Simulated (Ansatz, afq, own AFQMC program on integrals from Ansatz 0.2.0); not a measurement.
# Al2H3, doublet: a scan with AFQMC

```yaml
atoms:
  - { symbol: Al, position_ang: [0.0000, 0.0000, 1.2080] }
  - { symbol: Al, position_ang: [0.0000, 0.0000, -1.2475] }
  - { symbol: H, position_ang: [0.0000, 1.4042, 1.9470] }
  - { symbol: H, position_ang: [0.0000, -1.4042, 1.9470] }
  - { symbol: H, position_ang: [0.0000, 0.0000, -2.8369] }
```

The Al1–Al2 distance is changed with both sides rigid. Energies in kcal/mol count from this geometry (2.455 Å) at the same level; the start stands on UHF, each point on the determinant named.

Basis cc-pVDZ. Only valence electrons are correlated. Ansatz 0.2.0 and our own AFQMC program on the same integrals; the CISD trial comes from CCSD amplitudes, and released means the phaseless constraint is let go. Error bars are statistical, one sigma.

Cautions, each for one point or more: an unrestricted solution with more broken spin lies lower, while this determinant keeps restricted orbitals; higher spins were not checked; raised T1 diagnostic; strong correlation; the search met a lower determinant of the same kind, perhaps of another symmetry, and this one is a saddle point; unrestricted determinant slightly spin contaminated; unrestricted determinant spin contaminated.

| r(Al1–Al2) / Å | det. | T1 | weight | ⟨S²⟩ | CCSD | B3LYP | CCSD(T) |
| --- | --- | --- | --- | --- | --- | --- | --- |
| 1.952 | UHF | 0.019 | 0.89 | 0.76 | 49.2 | 44.0 | 49.2 |
| 3.034 | UHF | 0.042 | 0.85 | 0.80 | 16.9 | 16.6 | 16.3 |
| 3.894 | UHF¶ | 0.078 | 0.78 | 0.99 | 31.2 | 33.3 | 32.0 |
| 5.293 | UHF† | 0.013 | 0.87 | 0.75 | 28.3 | 32.4 | 29.3 |
| 8.537 | UHF† | 0.013 | 0.87 | 0.75 | 28.1 | 32.2 | 29.2 |

(1) Estimate the curve of CCSDT(Q), counted from the same start.

Answers

(1) 
```tsv
r(Al1–Al2) / Å	det.	T1	weight	⟨S²⟩	CCSDT(Q)	ph-AFQMC/CISD	released AFQMC
1.952	UHF	0.019	0.89	0.76	49.3	49.3 ± 0.3	–
3.034	UHF	0.042	0.85	0.80	15.9	16.3 ± 0.3	15.9 ± 0.4*
3.894	UHF¶	0.078	0.78	0.99	32.2	32.0 ± 0.3	–
5.293	UHF†	0.013	0.87	0.75	29.7	29.8 ± 0.2	29.6 ± 0.3*
8.537	UHF†	0.013	0.87	0.75	29.5	29.3 ± 0.2	29.4 ± 0.3*
```

Weight is that of the determinant in the CISD state; at the start T1 is 0.019 and the weight 0.88, and ⟨S²⟩ is 0.76. ¶ marks points with a poor determinant and no full CI, where no value is sure; they don't count among the departures. An asterisk marks released energies that aren't shown to be converged. A dagger marks points whose determinant fills other symmetries than the start's, so the wave-function levels may follow another state there, or a degenerate partner. Symmetry can't show for every point that it stays on the start's state. A dash marks a missing value, a released energy that hasn't settled or a functional that sits on another state. Largest departures from CCSDT(Q), at the points where its series has closed: CCSD(T) 0.5 kcal/mol at 3.034 (on UHF), ph-AFQMC/CISD 0.5 kcal/mol at 3.034 (on UHF) (within the noise), CCSD -1.5 kcal/mol at 8.537 (on UHF), B3LYP -5.3 kcal/mol at 1.952. Functionals count only at points shown to share the start's state and spin. In this small basis the wave-function levels are far from their limit, so their gap to the functionals isn't the functionals' error.

A walk keeps the symmetry of its determinant, which the program's search chose and which needn't be the lowest solution, so a lower state of the same spin and another symmetry isn't excluded.
